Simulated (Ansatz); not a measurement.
Ansatz (an electronic-structure program) input for fluoroethene (C₂H₃F), SMILES C=CF, PBE/def2-TZVPD. Coordinates come from a B3LYP-D3(BJ)/def2-TZVP optimisation.

Ansatz 0.2 input:
```yaml
crystal:
  periodic: [false, false, false]
  atoms:
    - {symbol: C, position_ang: [0.19868196, -1.17707997, 0.00000000]}
    - {symbol: C, position_ang: [-0.43345574, -0.02129397, 0.00000000]}
    - {symbol: F, position_ang: [0.22328123, 1.15528724, 0.00000000]}
    - {symbol: H, position_ang: [1.27825994, -1.23225693, 0.00000000]}
    - {symbol: H, position_ang: [-0.37246850, -2.09348442, 0.00000000]}
    - {symbol: H, position_ang: [-1.50667982, 0.11839980, 0.00000000]}
basis:
  gaussian:
    orbitals: def2-TZVPD
hamiltonian:
  xc: {name: PBE}
```

Log of the run:

```
Functional definition: PBE
integrals: 0.03 GiB planned
698 factors; their error is unknown
mean field: 0.38 GiB planned
mean field evaluation 1: about -4828.2497 eV, gradient 5.6e1 eV
mean field evaluation 2: about -4819.1101 eV, gradient 7.5e1 eV
mean field evaluation 4: about -4835.3572 eV, gradient 8.7e0 eV
mean field evaluation 8: about -4835.5062 eV, gradient 2.0e-1 eV
mean field evaluation 16: about -4835.4803 eV, gradient 4.7e-5 eV
mean field -4835.48028708 eV, -177.7006229438 hartree, gradient 4.7e-5 eV, S^2 0.000000; 0 other end points of the search recorded, 0 dependent functions left out
reference -4835.48033031 eV, -177.7006245325 hartree; 12, 12 occupied and 129, 129 virtual orbitals, 698 factors
Total energy: -4835.48033031 eV, -177.7006245325 hartree
```

Self-consistency was reached.

Cost: very roughly 2.5 core-seconds.
